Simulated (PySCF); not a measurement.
## Working out the ionisation energy of N

N [He] 2s2 2p3 (4S) → N⁺ [He] 2s2 2p2 (3P). Computed with PySCF 2.14 in Sapporo-DZP-2012 (4s3p1d, 18 functions), with scalar relativity by spin-free X2C-1e. Frozen: 1s2. Energies in hartree (1 hartree = 27.21139 eV):

```tsv
part	N (lower)	N⁺ (upper)
UHF	-54.415177	-53.905488
CCSD correlation	-0.095688	-0.081758
(T)	-0.000825	-0.000866
```

Problem. What does Hartree-Fock give?

Solution. (-53.905488) − (-54.415177) = 0.509689 hartree = 13.869 eV.

Problem. What do CCSD and CCSD(T) give?

Solution. The CCSD correlation energies differ by 0.013930 hartree = 0.379 eV and the triples by -0.000041 hartree = -0.001 eV, so CCSD gives 14.248 eV and CCSD(T) 14.247 eV.

Measured between the centres of the two terms (NIST): 14.545 eV, so CCSD(T) (valence) is off by -0.298 eV.

A double-zeta basis recovers only part of the correlation energy.

What remains against the reference includes basis incompleteness, the frozen core and higher excitations.
